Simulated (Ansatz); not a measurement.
`CC(O)(F)F` + H₂ → `OC(F)F` + CH₄ at 600 K and 1 bar (hydrogenolysis of a C–C bond).

Calculated with Ansatz (gas phase, PBE0-D4/def2-TZVP geometries, no zero-point term in ΔE). CCSD(T)/CBS adds triple-zeta CCSD(T) − MP2 to the extrapolated MP2 energy (def2 sets, frozen cores). This one scheme is used for every species. One conformer a species, not always the lowest.

| species | CCSD(T)/CBS energy (Eh) | H − E (kJ/mol) | S (J/(mol·K)) |
| --- | --- | --- | --- |
| `CC(O)(F)F` | -353.28821 | 219.2 | 375.8 |
| H₂ | -1.17544 | 43.9 | 150.8 |
| `OC(F)F` | -314.01610 | 133.8 | 325.1 |
| CH₄ | -40.46206 | 140.4 | 215.7 |

H − E and S are ideal-gas, rigid-rotor, harmonic terms from PBE0-D4/def2-TZVP, for one conformer and one mirror image of each species. The MP2-based limit puts H₂ 0.8 mEh under its directly extrapolated value; such offsets cancel only in part. 1 Eh = 2625.50 kJ/mol, R = 8.31446 J/(mol·K).

Question: By hand: ΔE, ΔH, ΔS and ΔG.

Answer: ΔE = (-314.01610) + (-40.46206) − (-353.28821) − (-1.17544) = -0.01451 Eh = -38.1 kJ/mol. Δ(H − E) = 133.8 + 140.4 − 219.2 − 43.9 = 11.1, so ΔH = -27.0 kJ/mol. ΔS = 325.1 + 215.7 − 375.8 − 150.8 = 14.2 J/(mol·K). ΔG = -27.0 − 600 × (14.2)/1000 = -35.5 kJ/mol.

Question: By hand: the equilibrium constant, and the temperature at which ΔG would vanish if ΔH and ΔS stayed fixed.

Answer: log₁₀ K = −ΔG/(RT ln 10) = 3.1. ΔH and −TΔS have one sign here, so there is no such temperature.

The number of gas molecules stays the same, so ΔS is small and ΔH decides. A doubt of 5 kJ/mol in ΔE shifts log₁₀ K by 0.4 here. Other conformers and mirror images would add mixing entropy, several J/(mol·K) or more a flexible species. These are equilibria of isolated gas molecules and say nothing of rates. Largest T1 diagnostic: 0.012 (customary marks: 0.02 for closed shells, 0.045 for open ones).
